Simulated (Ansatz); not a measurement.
A nudged elastic band was laid between two geometries of AlH5N (7 atoms, charge 0, multiplicity 2).

Computed with UKS BHLYP-D4/def2-SVP in Ansatz 0.2.0.

```
movable images  : 5
climbing image  : yes
spring          : 5.0 eV/Å²
optimiser       : quadratic models (default)
start path      : through a guess of the saddle point
force threshold : 0.05 eV/Å
iteration limit : 60
end points      : relaxed
```

First end point:

```xyz
7
Properties=species:S:1:pos:R:3
Al -0.010 -0.002 0.666
H 0.521 -1.423 1.405
H 1.160 0.812 -0.014
H -1.447 -0.143 0.025
N -0.108 0.333 2.531
H -0.834 -0.072 3.113
H 0.719 0.495 3.095
```

Last end point:

```xyz
7
Properties=species:S:1:pos:R:3
Al -0.222 -0.175 0.262
H 0.896 -0.860 2.567
H 1.157 0.530 -0.141
H -1.530 0.744 0.310
N 0.107 -0.272 2.324
H -0.706 -0.626 2.817
H 0.298 0.659 2.682
```

(1) What changes between the two ends?

(2) What energy profile does the band end with?

(3) What is the geometry of the highest image?

(4) What are the harmonic wavenumbers there?

## Answers

(1) Bonds broken: Al1–H2. Bonds formed: H2–N5.

(2) The forces met the threshold. The highest image is number 1 of 0 to 6, 50.7 kJ/mol above the first end and 129.9 kJ/mol above the last; the last end lies 79.2 kJ/mol below the first. A vibrational analysis at the climbing image gives one clearly imaginary mode, 1557i cm⁻¹: a first-order saddle point.

```
image  path coordinate (Å)  energy (kJ/mol)  Al1–H2 (Å)  H2–N5 (Å)
    0                 0.00              0.0        1.69       2.18
    1                 0.70             50.7        1.78       1.37
    2                 1.16            -36.8        2.12       1.03
    3                 1.61            -70.9        2.50       1.01
    4                 2.07            -76.9        2.67       1.01
    5                 2.52            -78.2        2.66       1.01
    6                 2.98            -79.2        2.65       1.01
```

(3) 
```xyz
7
Properties=species:S:1:pos:R:3:forces:R:3
Al -0.012 -0.003 0.540 -0.01 -0.01 0.02
H 0.386 -1.079 1.904 -0.01 0.01 0.00
H 1.177 0.814 -0.088 0.01 0.01 -0.01
H -1.458 -0.125 -0.070 0.00 0.00 0.00
N -0.029 0.101 2.465 0.03 0.01 -0.03
H -0.819 -0.133 3.052 0.00 -0.01 0.00
H 0.755 0.424 3.017 -0.01 0.00 0.02
```

(4) 1557i, 371, 451, 532, 624, 687, 735, 788, 1025, 1438, 1564, 1980, 1992, 3615, 3736 cm⁻¹.

Run time: 4.2 min on 1 thread of Arm Neoverse V2, on a shared host, peak memory 0.13 GiB.
